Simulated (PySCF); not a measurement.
Molecular orbitals of NaF

TPSS at R = 1.882 Å; basis Na 3-21G, F 3-21G; no relativity; PySCF 2.14. State: ¹Σ⁺ (singlet), closed shell. Only the outer orbitals are listed, counted within each symmetry.

| orbital | occ. | ε (eV) | on Na (%) | main shells (%) |
| --- | --- | --- | --- | --- |
| 3σ | 2 | -56.76 | 100 | 100 Na s |
| 4σ | 2 | -28.07 | 96 | 96 Na p |
| 1π | 2 | -27.99 | 100 | 100 Na p |
| 1π | 2 | -27.99 | 100 | 100 Na p |
| 5σ | 2 | -23.44 | 6 | 94 F s |
| 6σ | 2 | -4.52 | 9 | 90 F p |
| 2π | 2 | -4.25 | 8 | 92 F p |
| 2π | 2 | -4.25 | 8 | 92 F p |
| 7σ | 0 | -2.08 | 96 | 79 Na s, 17 Na p |
| 3π | 0 | -0.04 | 95 | 95 Na p |
| 3π | 0 | -0.04 | 95 | 95 Na p |

Task: Which are the highest filled and the lowest empty level, where do they sit, and how wide is the gap?

Result: Highest filled 2π at -4.25 eV (in %: 92 F p); lowest empty 7σ at -2.08 eV (in %: 79 Na s, 17 Na p); the gap at TPSS is 2.17 eV.

```
bond order (Mayer)                              : 1.00
⟨S²⟩                                            : 0.000
charge on Na (Mulliken, basis-dependent)        : 0.46
charge on Na (Löwdin, basis-dependent)          : 0.38
dipole moment (positive dipole means Na(−)F(+)) : -5.59 D
```

3-21G is very small, so such numbers show the basis as much as the molecule.
